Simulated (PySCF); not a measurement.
# PH3 (phosphine) at 6 levels

We compute a comparison of 6 runs (BLYP/aug-cc-pVTZ, M06-2X/aug-cc-pVTZ, M06-L/aug-cc-pVTZ, TPSS/aug-cc-pVTZ, r2SCAN/aug-cc-pVTZ, SCS-MP2/aug-cc-pVTZ) of PH3 (phosphine). 

Program for the calculation: PySCF 2.14.0.

2 further runs of the same task are left out: 2 set aside as unsound or not needed. Runs told in other sessions of the task aren't counted.

### 1 Starting point

PH3 has 4 atoms, charge 0, and is taken as a singlet. SMILES: `P`. Geometry: relaxed at PBE0-D4/def2-TZVP.

Bond lengths: P1–H2 1.420 Å, P1–H3 1.420 Å, P1–H4 1.420 Å. Angles: H2–P1–H3 93.1°, H2–P1–H4 93.1°, H3–P1–H4 93.1°.

### 2 A single-point energy at BLYP/aug-cc-pVTZ (run 1)

calc.py reads:

```python
from pyscf import gto, dft

mol = gto.Mole()
mol.atom = 'P 0.346000 -0.326500 -0.332800; H 0.630900 -0.034000 1.027000; H -1.005500 -0.663000 -0.057200; H 0.028700 1.023500 -0.636900'
mol.charge = 0
mol.spin = 0
mol.verbose = 3
mol.basis = 'aug-cc-pvtz'
mol.max_memory = 1860
mol.build()

mf = dft.RKS(mol)
mf.xc = 'blyp'
mf.conv_tol = 1e-10
mf.grids.level = 5
mf.kernel()
if not mf.converged:
    mf = mf.newton().run(mf.mo_coeff, mf.mo_occ)

e_tot = mf.e_tot
print('E = %.10f Eh' % e_tot)
```

The run is started by

```console
$ OMP_NUM_THREADS=1 python calc.py
```

Standard output:

```text
converged SCF energy = -343.146333642609
E = -343.1463336426 Eh
```

Run time: 7.8 s. Hardware: 1 thread of Arm Neoverse V2, shared host; peak memory 0.62 GiB.

### 3 The energy at M06-2X/aug-cc-pVTZ (run 2)

job.py reads:

```python
from pyscf import gto, dft

mol = gto.Mole()
mol.atom = 'P 0.346000 -0.326500 -0.332800; H 0.630900 -0.034000 1.027000; H -1.005500 -0.663000 -0.057200; H 0.028700 1.023500 -0.636900'
mol.charge = 0
mol.verbose = 3
mol.basis = 'aug-cc-pvtz'
mol.max_memory = 1860
mol.build()

mf = dft.RKS(mol)
mf.xc = 'm06-2x'
mf.conv_tol = 1e-10
mf.grids.level = 5
mf.kernel()
if not mf.converged:
    mf = mf.newton().run(mf.mo_coeff, mf.mo_occ)

energy = mf.e_tot
print(f'total energy: {energy:.8f} hartree')
```

The run is started by

```console
$ OMP_NUM_THREADS=1 python job.py
```

Standard output:

```text
converged SCF energy = -343.127104812348
total energy: -343.12710481 hartree
```

Run time: 20 s. Hardware: 1 thread of Arm Neoverse V2, shared host; peak memory 0.67 GiB.

Runs 3 to 4 aren't shown in full; the table further down has their settings and results.

### 4 The energy at r2SCAN/aug-cc-pVTZ (run 5)

calc.py reads:

```python
from pyscf import gto, dft

mol = gto.M(
    atom=[
    ('P', (0.346000, -0.326500, -0.332800)),
    ('H', (0.630900, -0.034000, 1.027000)),
    ('H', (-1.005500, -0.663000, -0.057200)),
    ('H', (0.028700, 1.023500, -0.636900)),
],
    spin=0,
    verbose=3,
    max_memory=1860,
    basis='aug-cc-pvtz',
)

mf = dft.RKS(mol)
mf.xc = 'r2scan'
mf.conv_tol = 1e-10
mf.grids.level = 5
mf.kernel()
if not mf.converged:
    mf = mf.newton().run(mf.mo_coeff, mf.mo_occ)

energy = mf.e_tot
print('E = %.10f Eh' % energy)
```

The run is started by

```console
$ OMP_NUM_THREADS=1 python calc.py
```

Standard output:

```text
converged SCF energy = -343.124093931675
E = -343.1240939317 Eh
```

It took 18 s on 1 thread of Arm Neoverse V2, shared host; peak memory 0.67 GiB.

### 5 The energy at SCS-MP2/aug-cc-pVTZ (run 6)

run.py reads:

```python
from pyscf import gto, mp

molecule = gto.M(
    atom='''
P      0.346000    -0.326500    -0.332800
H      0.630900    -0.034000     1.027000
H     -1.005500    -0.663000    -0.057200
H      0.028700     1.023500    -0.636900
''',
    basis='aug-cc-pvtz',
    verbose=3,
    spin=0,
    max_memory=1860,
)

hf = molecule.RHF()
hf.conv_tol = 1e-10
hf.kernel()
if not hf.converged:
    hf = hf.newton().run(hf.mo_coeff, hf.mo_occ)

pt = mp.MP2(hf, frozen=5).run()
e_final = hf.e_tot + 1.2 * pt.e_corr_os + pt.e_corr_ss / 3
print(f'total energy: {e_final:.8f} hartree')
```

The run is started by

```console
$ OMP_NUM_THREADS=1 python run.py
```

Standard output:

```text
converged SCF energy = -342.487591847149
E(RMP2) = -342.661214216082  E_corr = -0.173622368933162
E(SCS-RMP2) = -342.671416869661  E_corr = -0.183825022512351
total energy: -342.67141687 hartree
```

Wall time 2.6 s (1 thread of Arm Neoverse V2, shared host); peak memory 0.33 GiB.

### 6 Overview of the runs

```
run                level  integration grid  frozen core orbitals  energy (Eh)  dipole moment (D) of the reference  HOMO energy (eV)  LUMO energy (eV)  wall time
  1     BLYP/aug-cc-pVTZ                 5                     –  -343.146334                                0.55             -6.60             -0.72      7.8 s
  2   M06-2X/aug-cc-pVTZ                 5                     –  -343.127105                                0.62             -8.97             -0.13       20 s
  3    M06-L/aug-cc-pVTZ                 5                     –  -343.154908                                0.63             -6.87             -0.19       20 s
  4     TPSS/aug-cc-pVTZ                 5                     –  -343.184932                                0.63             -6.85             -0.49       18 s
  5   r2SCAN/aug-cc-pVTZ                 5                     –  -343.124094                                0.69             -6.95              0.10       18 s
  6  SCS-MP2/aug-cc-pVTZ                 –                     5  -342.671417                                0.67            -10.59              0.80      2.6 s
```

### 7 Outcome

| quantity | value |
| --- | --- |
| run 6: total energy | -342.67142 Eh |
| run 6: dipole moment (Hartree–Fock density) | 0.67 D |
| run 6: HOMO energy (Hartree–Fock orbitals) | -10.59 eV |
| run 6: LUMO energy (Hartree–Fock orbitals) | 0.80 eV |
| run 6: HOMO–LUMO gap (Hartree–Fock orbitals) | 11.39 eV |
| run 6: correlation energy (5 core orbitals frozen) | -183.8 mEh |

What this shows: Over runs 1, 2, 3, 4, 5 the dipole moment (its size) runs from 0.55 D (BLYP/aug-cc-pVTZ) to 0.69 D (r2SCAN/aug-cc-pVTZ). Over runs 1, 2, 3, 4, 5 the HOMO–LUMO gap runs from 5.89 eV (BLYP/aug-cc-pVTZ) to 8.84 eV (M06-2X/aug-cc-pVTZ). Totals of different functionals can't be ranked against each other. All runs together took 86 s, the longest 20 s.
